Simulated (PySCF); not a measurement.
Species: N-methyl propargyl amine, C₄H₇N.
Structure used (GFN2-xTB), in Å, numbered top down from 1:
```
atom  x, y, z in Å
C1     2.117    1.042   -0.492
C2     1.396    0.089   -0.413
C3     0.446   -0.999   -0.218
N4    -0.644   -0.678    0.693
C5    -1.520    0.365    0.199
H6     2.776    1.851   -0.594
H7     0.008   -1.274   -1.184
H8     0.976   -1.869    0.184
H9    -0.261   -0.405    1.594
H10   -2.301    0.544    0.937
H11   -1.005    1.314   -0.008
H12   -1.987    0.019   -0.724
```

Theory: delta-SCF UKS SCAN, pcX-2 on the ionised atom, pcseg-1 elsewhere, spin-free X2C in PySCF. Each binding energy is the total energy of the core-ionised species, with the hole localised on one atom, minus that of the ground state; both are solved self-consistently, so orbital relaxation is included.

Some binding energies are withheld.

```csv
atom(s),bonded to,level,binding energy (eV)
C1,C (triple bond) and H,C 1s,?
C2,C (triple bond) and C,C 1s,290.53
C3,"N, C and 2 H",C 1s,292.19
C5,N and 3 H,C 1s,291.35
N4,2 C and H,N 1s,?
```

Question: Fill in C 1s for C1.

Answer: 290.10 eV (terminal alkyne carbon). The nearest listed C 1s value is that of C2; the shift against it is -0.43 eV.

Question: What is the N 1s binding energy of N4?

Answer: 404.92 eV (secondary amine nitrogen).

The listed C 1s values span 2.09 eV, from C1 (bonded to C (triple bond) and H) to C3 (bonded to N, C and 2 H). Summing the Pauling electronegativity differences to the bonded atoms, each weighted by its formal bond order, gives -0.35 for the lowest site and -0.21 for the highest; the largest sum, 0.00, belongs to C2, 1.66 eV below the top. The smallest sum, -0.56, belongs to C5, 1.25 eV above the lowest.

Question: Which photon wavelength matches the N 1s of N4 threshold?

Answer: λ = hc/E = 12398.42 eV Å / 404.92 eV = 30.619 Å.

Spin contamination (⟨S²⟩ against 0.75 for a pure doublet) is marked for C 1s of C2 (0.85), which makes this value less certain. One conformer (not necessarily the lowest) at the GFN2-xTB geometry, without solvent, vibrations or thermal averaging.
